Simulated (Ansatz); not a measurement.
doublet ClO2: levels of theory in one basis

```xyz
3

Cl    0.0018    0.1431   -1.7319
O     0.0019   -0.4954    0.4576
O     0.0045    0.3582    1.2738
```

Basis set: cc-pVTZ on O; cc-pV(T+d)Z on Cl (spherical functions). Left uncorrelated: 7 orbitals. Correlation on ROHF uses semicanonical orbitals with singles. Charge 0, multiplicity 2.

Computed with Ansatz (development build ahead of 0.2.0); each method stands on the lowest determinant of its kind that the runs found.

```json
{"method": "ROHF", "E − E(ROHF) (eV)": "0.00", "<S²> of the determinant": "0.75"}
{"method": "UHF", "E − E(ROHF) (eV)": "-2.48", "<S²> of the determinant": "1.72"}
{"method": "ROHF-MP2", "E − E(ROHF) (eV)": "-17.51", "<S²> of the determinant": "–"}
```

(1) What does UHF-MP2 give on the same scale?

(2) Is a single determinant a sound starting point here?

## Answers

(1) -18.78 eV.

(2) It is doubtful. Unrestricted orbitals lower Hartree–Fock by 2.48 eV and <S²> is 1.72 where a pure state has 0.75, a sign of strong static correlation.

Caution for ROHF, ROHF-MP2: an unrestricted determinant lies well below. Caution for UHF, UHF-MP2: the unrestricted determinant is a mixture of spin states. Caution for ROHF-MP2: other determinants can give a lower correlated total. Caution for ROHF-MP2, UHF-MP2: forces differ strongly between restricted and unrestricted references.
